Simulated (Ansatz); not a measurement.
hcp Ru: PBE at its full settings (plane-wave cutoff 520 eV, 24×24×14 k mesh (along the axes of the cell as run), Fermi–Dirac smearing 0.05 eV, no spin polarisation, scalar-relativistic PAW data made under PBE) and at cheaper ones, in a cell of 2 atoms with Γ-centred meshes.

```
level and setting                              lattice constant a (Å)  c axis length (Å)  bulk modulus B0 (GPa)
---------------------------------------------  ----------------------  -----------------  ---------------------
PBE (Ansatz)                                                    2.722              4.292                    311
PBE (250 eV cutoff) (Ansatz)                                    2.741              4.365                    326
PBE (300 eV cutoff) (Ansatz)                                    2.718              4.292                    328
PBE (Γ point alone) (Ansatz)                                    3.090              3.060                    394
PBE (2×2×2 k mesh) (Ansatz)                                     2.640              4.698                    275
PBE (4×4×4 k mesh) (Ansatz)                                     2.734              4.245                    309
PBE (6×6×6 k mesh) (Ansatz)                                     2.731              4.269                    311
PBE (Fermi-Dirac smearing of 0.3 eV) (Ansatz)                   2.727              4.312                    295
```

Largest shifts from the full settings: lattice constant a +13.5 % (PBE (Γ point alone)), against a difference of +0.59 % of the full result from the reference 2.706 Å (measured, 293 K, no zero-point or thermal correction, sources range from 2.700 to 2.706; as tabulated in Wikipedia's data pages); lattice parameter c -29 % (PBE (Γ point alone)), against a difference of +0.23 % of the full result from the reference 4.282 Å (measured, 293 K, no zero-point or thermal correction; as tabulated in Wikipedia's data pages); bulk modulus +27 % (PBE (Γ point alone)), against a difference of -2.2 % of the full result from the reference 318 GPa (measured, zero-point energy and finite temperature contributions removed, sources range from 318 to 336; as tabulated in doi:10.1021/acs.jctc.3c00612).

Ansatz's density-functional and Hartree–Fock values are scalar-relativistic unless marked +SOC, with PAW data made under PBE.

Run with cheap settings on purpose, which may leave them unconverged: PBE (250 eV cutoff), PBE (2×2×2 k mesh), PBE (300 eV cutoff), PBE (4×4×4 k mesh), PBE (6×6×6 k mesh), PBE (Fermi-Dirac smearing of 0.3 eV), PBE (Γ point alone).

Ansatz is an electronic-structure program.
